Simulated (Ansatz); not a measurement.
Pyrite PtSb2

Calculation: LDA (Ansatz, an electronic-structure program, PAW).

Numerical settings: plane-wave cutoff 520 eV, 6×6×6 k mesh, Fermi–Dirac smearing 0.01 eV, scalar-relativistic PAW data made under PBE.

Cell (relaxed at this level):

```cif
data_Pt4Sb8
_chemical_formula_sum 'Sb8 Pt4'
_space_group_name_H-M_alt 'Pa-3'
_space_group_IT_number 205
_space_group_name_Hall '-P 2ac 2ab 3'
_cell_length_a 6.42197
_cell_length_b 6.42197
_cell_length_c 6.42197
_cell_angle_alpha 90.000
_cell_angle_beta 90.000
_cell_angle_gamma 90.000
loop_
_atom_site_label
_atom_site_type_symbol
_atom_site_symmetry_multiplicity
_atom_site_Wyckoff_symbol
_atom_site_fract_x
_atom_site_fract_y
_atom_site_fract_z
_atom_site_occupancy
Sb1 Sb 8 c 0.37476 0.37476 0.37476 1
Pt1 Pt 4 a 0.00000 0.00000 0.00000 1
```

```yaml
bulk modulus B0: 127 GPa
band_gap: none
```

Measured, for comparison: band gap 0.11 eV (low temperature, zero-point motion not removed; as tabulated in Saeed et al. (2013), arXiv:1402.4256).

Note: the gap of the solid is closed in this run; this level leaves the solid without a gap, although one is measured; the bulk modulus comes from volumes at which shape and atoms were relaxed.

Spin–orbit coupling is not included; it can open a gap where bands touch, and shift volumes and moduli.

Static lattice: no zero-point or thermal effects.
